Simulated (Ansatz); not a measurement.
# CH2NOP: taking an electron away

Aim: the vertical ionisation energy of CH2NOP, as cation minus neutral at the neutral's geometry, on several levels, and how well −ε(HOMO) stands in for it.

The runs use Ansatz 0.2.0, Gaussian basis; unrestricted cation, the program's frozen cores in correlated methods.

Plan: UKS PBE-D4/def2-TZVPP; UKS r2SCAN-D4/def2-TZVPP; UKS PBE0-D4/def2-TZVPP; UKS B3LYP-D4/def2-TZVPP; UKS wB97X-V/def2-TZVPP; UKS wB97M-V/def2-TZVPP; UKS B2PLYP/def2-TZVPP; UHF-CCSD(T)/def2-TZVPP; UHF-MP2/def2-QZVPP; extrapolation to the limit; then −ε(HOMO) from the neutral's earlier runs with LDA (SPW92), PBE-D4, revPBE-D4, BLYP-D4, r2SCAN-D4, B97M-V, PBE0-D4, B3LYP-D4, r2SCANh-D4, r2SCAN0-D4, HSE06-D4, BHLYP-D4, CAM-B3LYP-D4, LC-ωPBE, ωB97X-V, ωB97M-V.

**1. The relaxed structure**

All runs share one geometry, relaxed beforehand with PBE0-D4 in a triple-zeta def2 set.

SMILES `O=C=NP`, 6 atoms, charge 0, spin multiplicity 1.

Atoms are counted from 1 here; the program's logs count them from 0.

Bond lengths: O1–C2 1.165 Å, C2–N3 1.198 Å, N3–P4 1.702 Å, P4–H5 1.422 Å, P4–H6 1.422 Å. Angles: O1–C2–N3 175.4°, C2–N3–P4 142.6°, N3–P4–H5 97.2°, N3–P4–H6 97.2°, H5–P4–H6 92.0°.

**2. Cation, UKS PBE-D4/def2-TZVPP**

in.yaml

```yaml
crystal:
  periodic: [false, false, false]
  atoms:
    - {symbol: O, position_ang: [1.232669, -2.073979, 1.254807]}
    - {symbol: C, position_ang: [0.766618, -1.160338, 0.703122]}
    - {symbol: N, position_ang: [0.376902, -0.185941, 0.124449]}
    - {symbol: P, position_ang: [-1.036554, 0.580446, -0.432358]}
    - {symbol: H, position_ang: [-0.568142, 0.890842, -1.738134]}
    - {symbol: H, position_ang: [-0.729492, 1.884870, 0.042013]}
basis:
  gaussian: {orbitals: def2-TZVPP}
total_charge: 1
magnetization: {spin_polarized: true, initial_magnetization: 1}
hamiltonian: {xc: pbe, dispersion: d4}
```

Command:

```sh
$ ansatz run in.yaml --threads 2 --pin off --events-out ev --progress --plain --max-ram 4352MiB
```

The runs that follow: Cation, UKS r2SCAN-D4/def2-TZVPP; Cation, UKS PBE0-D4/def2-TZVPP; Cation, UKS B3LYP-D4/def2-TZVPP; Cation, UKS wB97X-V/def2-TZVPP; Cation, UKS wB97M-V/def2-TZVPP; Cation, UKS B2PLYP (frozen core)/def2-TZVPP; Cation, UHF-CCSD(T)/def2-TZVPP; Cation, UHF-MP2/def2-QZVPP.

Q: Predict the results of all the runs planned. Wanted: ionisation energy, CCSD(T)/CBS; nearest functional by difference; nearest −ε(HOMO); −ε(HOMO) of PBE; T1 of the cation.

The runs gave:

| quantity | value |
| --- | --- |
| ionisation energy, CCSD(T)/CBS | 10.02 eV |
| nearest functional by difference | ωB97M-V (-0.14 eV) |
| nearest −ε(HOMO) | LC-ωPBE (+0.11 eV) |
| −ε(HOMO) of PBE | 6.34 eV |
| T1 of the cation | 0.026 |

By cation minus neutral, the functionals miss by 0.46 eV at most. −ε(HOMO) of PBE misses by 3.7 eV, since self-interaction lifts the level. Among orbital estimates LC-ωPBE comes nearest. Hartree-Fock falls 0.88 eV short, as the neutral has more correlation energy than the cation. The cation may have settled in a state other than its lowest; no search over hole states beyond the program's own was made.
